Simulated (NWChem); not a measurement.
The numbers come from NWChem runs, not from measurements. System: hydrogen fluoride (HF), charge 0, spin multiplicity 1, at a geometry optimised with PBE/def2-SVP. Level: CCSD(T)/def2-TZVP, 1 core orbitals frozen.

Output (cleaned and shortened):

```
             Northwest Computational Chemistry Package (NWChem) 7.3.0
             --------------------------------------------------------

                                NWChem Input Module
                                -------------------

 Scaling coordinates for geometry "geometry" by  1.889725989
 (inverse scale =  0.529177249)

 Turning off AUTOSYM since
 SYMMETRY directive was detected!

                             Geometry "geometry" -> ""
                             -------------------------

 Output coordinates in angstroms (scale by  1.889725989 to convert to a.u.)

  No.       Tag          Charge          X              Y              Z
 ---- ---------------- ---------- -------------- -------------- --------------
    1 F                    9.0000     0.00000000     0.00000000     0.09322900
    2 H                    1.0000     0.00000000     0.00000000    -0.83906000

 Effective nuclear repulsion energy (a.u.)       5.1084966582

            Nuclear Dipole moment (a.u.)
            ----------------------------
        X                 Y               Z
 ---------------- ---------------- ----------------
     0.0000000000     0.0000000000     0.0000018897

      Symmetry information
      --------------------

 Group name             C2v
 Group number             16
 Group order               4
 No. of unique centers     2

      Symmetry unique atoms

     1    2


 Summary of "ao basis" -> "" (spherical)
 ------------------------------------------------------------------------------
       Tag                 Description            Shells   Functions and Types
 ---------------- ------------------------------  ------  ---------------------
 *                         def2-tzvp                  on all atoms

 Summary of "ao basis" -> "ao basis" (spherical)
 ------------------------------------------------------------------------------
       Tag                 Description            Shells   Functions and Types
 ---------------- ------------------------------  ------  ---------------------
 F                         def2-tzvp                11       31   5s3p2d1f
 H                         def2-tzvp                 4        6   3s1p

                                 NWChem SCF Module
                                 -----------------

  ao basis        = "ao basis"
  functions       =    37
  atoms           =     2
  closed shells   =     5
  open shells     =     0
  charge          =   0.00
[...]
     2   1 1 0     -0.000000      0.000000      0.000000
     2   1 0 1     -0.000000      0.000000      0.000000
     2   0 2 0     -4.188074      0.000000      0.000000
     2   0 1 1      0.000000      0.000000      0.000000
     2   0 0 2     -2.565584      0.000000      2.793453

                   NWChem Extensible Many-Electron Theory Module
                   ---------------------------------------------


            General Information
            -------------------
      Number of processors :     1
         Wavefunction type : Restricted Hartree-Fock
          No. of electrons :    10
           Alpha electrons :     5
            Beta electrons :     5
           No. of orbitals :    74
            Alpha orbitals :    37
             Beta orbitals :    37
        Alpha frozen cores :     1
         Beta frozen cores :     1
     Alpha frozen virtuals :     0
      Beta frozen virtuals :     0
         Spin multiplicity : singlet
    Number of AO functions :    37
       Number of AO shells :    15
        Use of symmetry is : on
      Symmetry adaption is : on
         Schwarz screening : 0.10D-09

          Correlation Information
          -----------------------
          Calculation type : Coupled-cluster singles & doubles w/ perturbation
   Perturbative correction : (T)
            Max iterations :      100
        Residual threshold : 0.10D-05
     T(0) DIIS level shift : 0.00D+00
     L(0) DIIS level shift : 0.00D+00
     T(1) DIIS level shift : 0.00D+00
     L(1) DIIS level shift : 0.00D+00
     T(R) DIIS level shift : 0.00D+00
     T(I) DIIS level shift : 0.00D+00
   CC-T/L Amplitude update :  5-th order DIIS
                I/O scheme : Global Array Library
        L-threshold :  0.10D-05
        EOM-threshold :  0.10D-05
 no EOMCCSD initial starts read in
 TCE RESTART OPTIONS
 SLICE:      F
 D4D5:       F
 quantumc:   F
 qrotation:  F
 pwtce:      F
 qducc:      F
 nacto:                         0
 nrotv:                         0
 nrot:                          0

            Memory Information
            ------------------
          Available GA space size is     249035431 doubles
          Available MA space size is     104854788 doubles

 Maximum block size supplied by input
 Maximum block size        24 doubles

 tile_dim =     15

 -------------------------------------------------

 Global array virtual files algorithm will be used

 Parallel file system coherency ......... OK

 4-electron integrals stored in orbital form

 v2    file size   =           147617
 4-index algorithm nr.  13 is used
 imaxsize =       30
 imaxsize ichop =        0


CCSD iterations
 ---------------------------------------------------------
 Iter          Residuum       Correlation     Cpu    Wall
 ---------------------------------------------------------
    1   0.1327570340900  -0.2677559857877     0.1     0.1
    2   0.0276194313743  -0.2668594024369     0.1     0.1
    3   0.0085936029773  -0.2699977199586     0.1     0.1
    4   0.0033015729100  -0.2702428853251     0.1     0.1
    5   0.0012754807707  -0.2704333944455     0.1     0.1
    6   0.0002567932739  -0.2705038525207     0.1     0.1
    7   0.0000936136595  -0.2705127872053     0.1     0.1
    8   0.0000322275460  -0.2705129144147     0.1     0.1
    9   0.0000165298624  -0.2705130855321     0.1     0.1
   10   0.0000071370980  -0.2705133497193     0.1     0.1
   11   0.0000014171343  -0.2705135766902     0.1     0.1
   12   0.0000005254656  -0.2705135105767     0.1     0.1
 -----------------------------------------------------------------
 Iterations converged
 CCSD correlation energy / hartree =        -0.270513510576666
 CCSD total energy / hartree       =      -100.332939238822235

 Singles contributions

 Doubles contributions
 CCSD(T)
 Using plain CCSD(T) code
             total no. of tasks          230
 total no. of tasks / no. procs          230
                         wl_min           54           1.9
                         wl_max        27000           5.5
        thresh for no. of tasks          230

 CCSD[T]  correction energy / hartree =        -0.006237407268318
 CCSD[T] correlation energy / hartree =        -0.276750917844983
 CCSD[T] total energy / hartree       =      -100.339176646090550
 CCSD(T)  correction energy / hartree =        -0.005954568219283
 CCSD(T) correlation energy / hartree =        -0.276468078795948
 CCSD(T) total energy / hartree       =      -100.338893807041515

 Task  times  cpu:        2.1s     wall:        2.1s

 Total times  cpu:        2.2s     wall:        2.2s
```

Problem. Write an NWChem input that would produce this output.

Solution. This is not unique; one that fits is 
```
start mol
memory heap 100 mb stack 700 mb global 1900 mb
geometry units angstroms nocenter noautoz
  F      0.000000     0.000000     0.093229
  H      0.000000     0.000000    -0.839060
  symmetry group C2v
end
basis spherical
  * library def2-tzvp
end
scf
  rhf
  nopen 0
  maxiter 100
  thresh 1e-7
  semidirect memsize 60000000 filesize 0
end
tce
  freeze core 1
  ccsd(t)
  2eorb
  2emet 13
  thresh 1e-6
  maxiter 100
  tilesize 24
end
task tce energy
```
